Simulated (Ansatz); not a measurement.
Input for Ansatz (development build ahead of 0.2.0):

```yaml
crystal:
  periodic: [false, false, false]
  atoms:
    - { symbol: C, position_ang: [0.0, 0.00368, -0.61487] }
    - { symbol: C, position_ang: [0.0, -0.00368, 0.61487] }
    - { symbol: C, position_ang: [0.0, 1.12744, -1.40498] }
    - { symbol: C, position_ang: [0.0, -1.12744, 1.40498] }
    - { symbol: H, position_ang: [0.0, -0.88426, -1.09839] }
    - { symbol: H, position_ang: [0.0, 0.88426, 1.09839] }
    - { symbol: H, position_ang: [0.0, 1.9744, -0.85048] }
    - { symbol: H, position_ang: [0.81243, 1.15141, -2.01307] }
    - { symbol: H, position_ang: [-0.81243, 1.15141, -2.01307] }
    - { symbol: H, position_ang: [0.0, -1.9744, 0.85048] }
    - { symbol: H, position_ang: [0.81243, -1.15141, 2.01307] }
    - { symbol: H, position_ang: [-0.81243, -1.15141, 2.01307] }
basis:
  gaussian: { orbitals: def2-TZVP }
hamiltonian:
  xc: hf
```

The input is written out in the form of the current development build from the run's settings.

Output:

```json
{
  "Converged": "yes",
  "Total energy": "-156.10220 hartree",
  "Spin squared of the determinant": "0.000"
}
```

Caution: no unrestricted run beside it, a lower state can exist.
